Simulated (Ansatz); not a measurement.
Reading a saddle point

A first-order saddle point of SiH$_{4}$F, doublet, PBE0-D4/def2-TZVP, with one imaginary mode of 795i cm⁻¹:

```xyz
6
angstrom
H -0.9735 0.4115 0.2607
Si 0.4412 -0.1781 -0.0563
F 0.5303 -0.4190 -1.6346
H -2.1163 0.8798 0.4658
H 1.4984 0.7863 0.3339
H 0.6197 -1.4805 0.6305
```

Computed with Ansatz 0.2.0 (basis: def2-TZVPP and def2-QZVPP); correlated methods freeze the cores; orbitals are unrestricted. Extrapolation: Hartree–Fock as exp(−7.88 √X), correlation as X^−2.97.

Which contacts change along the imaginary mode, and what lies on either side? (Judge from chemistry; the calculation decides.)

The calculation gives: The step is SiH₃F ([F][SiH3]) + H → SiH₂F ([F][SiH2]) + H₂, with the molecules in contact on both sides. Shortening one way: H1–H4; lengthening the same way: H1–Si2.
```json
{"pair": "H1–H4", "one side (Å)": "3.05", "saddle (Å)": "1.25", "other side (Å)": "0.75"}
{"pair": "H1–Si2", "one side (Å)": "1.48", "saddle (Å)": "1.57", "other side (Å)": "3.01"}
```

Which side is lower, and how far does the saddle lie above each? (Judge from chemistry; the value comes from the calculation.)

The calculation gives: The side with H1–H4 short is lower by 10.65 kcal/mol; the saddle lies 16.49 kcal/mol above it and 5.84 kcal/mol above the other (CCSD(T) at an estimated basis limit (MP2 extrapolated from triple and quadruple zeta, plus CCSD(T) − MP2 in triple zeta); electronic energies).

T1 diagnostic: at most 0.014. ⟨S²⟩ of the unrestricted Hartree–Fock references: 0.75 to 0.76 (a pure state has 0.75).

Radical steps of this kind take place in plasma deposition and etching.

Labels in which every atom is bracketed show which atoms are joined, not bond orders.

For scale, one of the runs: CCSD(T)/def2-TZVPP, 129 basis functions, launched by `ansatz run in.yaml --threads 2 --pin off --events-out ev --progress --plain --max-ram 4352MiB`. Time: 18 s of wall clock on 2 CPU threads of an Intel Xeon Platinum 8488C; the host was shared. Peak host memory: 1.3 GiB.
